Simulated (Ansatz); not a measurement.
Consider the substitution at a C–B bond: `BC=C` + CH₃NH₂ → `C=CNC` + BH₃.

Gas-phase electronic energies from Ansatz, PBE0-D4/def2-TZVP geometries. CBS: MP2 limit from def2 TZ/QZ plus the TZ coupled-cluster correction, frozen cores. This one scheme is used for every species. DFT in def2-TZVPP. One conformer a species, not always the lowest.

`BC=C`:

Cartesian coordinates in Å:
```
B -0.973 -0.574 -0.612
C -0.171 0.077 0.522
C 1.072 0.528 0.305
H -0.466 -0.669 -1.694
H -2.084 -0.986 -0.448
H -0.583 0.189 1.524
H 1.528 0.440 -0.677
H 1.675 0.995 1.080
```

CH₃NH₂:

```xyz
7

C    -0.398   -0.244    0.324
N     0.677    0.073   -0.600
H    -0.840    0.618    0.846
H    -0.031   -0.939    1.082
H    -1.200   -0.754   -0.214
H     1.436    0.537   -0.119
H     0.355    0.709   -1.318
```

`C=CNC`:

Z-matrix (Å, degrees):
```
C
N 1 1.442
H 1 1.092 2 109.3
H 1 1.099 2 113.8 3 -120.7
H 1 1.091 2 109.7 3 117.7
C 2 1.375 1 119.3 3 50.6
H 2 1.009 1 114.4 3 -169.0
C 6 1.334 2 127.0 1 151.7
H 6 1.088 2 113.2 1 -31.2
H 8 1.085 6 122.1 2 -3.4
H 8 1.081 6 120.2 2 175.0
```

BH₃:

```xyz
4

B     0.000    0.000    0.000
H    -1.052    0.287   -0.485
H     0.089   -0.164    1.179
H     0.963   -0.123   -0.694
```

```tsv
level	ΔE (kJ/mol)
B97M-V	62.1
ωB97M-V	58.5
BLYP	58.3
PBE0	57.3
r2SCANh	55.8
HF/def2-SVP	51.8
MP2/def2-SVP	50.1
MP2/def2-QZVPP	60.4
```

Question: What does CCSD(T)/CBS give? (Best estimate.)

Answer: The calculation gave: +63.0 kJ/mol. The listed levels differ from it by -0.9, -4.5, -4.7, -5.7, -7.2, -11.2, -12.9, -2.6 kJ/mol.

Largest T1 diagnostic among the species: 0.011.

Leaving LDA and LC-ωPBE aside and taking each functional with its dispersion term where it has one, the values, not all of them listed here, spread over 10.0 kJ/mol, from revPBE-D4 to B97M-V. LDA lies −9.5 kJ/mol from PBE without D4. The D4 term adds −3.2 kJ/mol with B3LYP and −1.9 kJ/mol with PBE0; it sums over pairs of atoms, weighted by their polarisabilities, and B3LYP, whose exchange is more repulsive, gets the larger term. At CCSD(T), def2-SVP lies −11.6 kJ/mol from the extrapolated value and def2-TZVPP −1.7 kJ/mol.

B3LYP here is the variant with VWN-RPA as its local correlation; programs differ in this.
